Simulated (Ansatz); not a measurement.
Elements on the sites of an ideal rock salt lattice, at a guessed lattice constant:

```
N Al V
1.0
     1.89512    1.89512    3.79024
    -1.89512   -1.89512    3.79024
     5.68536   -3.79024    1.89512
N Al V
10 8 2
Direct
  0.95000 0.75000 0.60000
  0.85000 0.25000 0.80000
  0.35000 0.75000 0.80000
  0.75000 0.75000 0.00000
  0.15000 0.75000 0.20000
  0.05000 0.25000 0.40000
  0.55000 0.75000 0.40000
  0.45000 0.25000 0.60000
  0.25000 0.25000 0.00000
  0.65000 0.25000 0.20000
  0.20000 0.00000 0.60000
  0.10000 0.50000 0.80000
  0.00000 0.00000 0.00000
  0.40000 0.00000 0.20000
  0.30000 0.50000 0.40000
  0.80000 0.00000 0.40000
  0.70000 0.50000 0.60000
  0.50000 0.50000 0.00000
  0.60000 0.00000 0.80000
  0.90000 0.50000 0.20000
```

Cell and atoms were relaxed without symmetry on coarser meshes and computed once more. The calculation used DFT PBE, scalar-relativistic, plane waves, PAW (Ansatz 0.2.0).

Cutoff 420 eV; k points 8×7×5 on the computed 20-atom cell (Γ-centred); Gaussian smearing, width 0.10 eV; no spin polarisation.

The relaxation ran on 3×3×2 (shifted) k points with a smearing of 0.1 eV, from sites shaken by 0.02 Å.

Q: What does the relaxation give?

A: A volume of 8.58 Å³/atom and no gap on the mesh. It lies 1.04 eV/atom below the elements' standard states (static lattices, no corrections for gases). The atoms leave their sites by 0.05 Å (root mean square) and 0.10 Å at most, and the cell stretches by up to 1.1 % at fixed volume.

```
CELL_PARAMETERS angstrom
2.03505 2.03334 4.13787
-2.03627 -2.03529 4.13945
6.11072 -4.07316 2.06940
ATOMIC_POSITIONS crystal
N 0.95238 0.74635 0.59579
N 0.85770 0.25678 0.79974
N 0.34107 0.74062 0.79966
N 0.74968 0.74862 0.99914
N 0.15828 0.75667 0.19861
N 0.04911 0.24651 0.40252
N 0.54694 0.75094 0.40248
N 0.45022 0.25082 0.59579
N 0.24968 0.24864 0.99913
N 0.64166 0.24051 0.19853
Al 0.19859 0.99869 0.60128
Al 0.10347 0.49862 0.79156
Al 0.99931 0.99871 0.99988
Al 0.39596 0.99860 0.20672
Al 0.30070 0.49859 0.39700
Al 0.79867 0.99870 0.40117
Al 0.70067 0.49860 0.59715
Al 0.50007 0.49853 0.99843
V 0.59282 0.99844 0.81310
V 0.90651 0.49883 0.18519
```

The final mesh leaves forces up to 0.10 eV/Å and stresses up to 0.5 GPa: the relaxation ran on a coarser mesh, so the cell's shape, its bonds and its energy belong partly to that mesh.

Spin polarisation was left out, and a magnetic state may lie lower.

Cost: 2 runs of about 11 core-minutes in all (earlier runs that led there not counted), on Intel Xeon Processor @ 2.50GHz (Skylake/Cascade Lake) (shared hosts).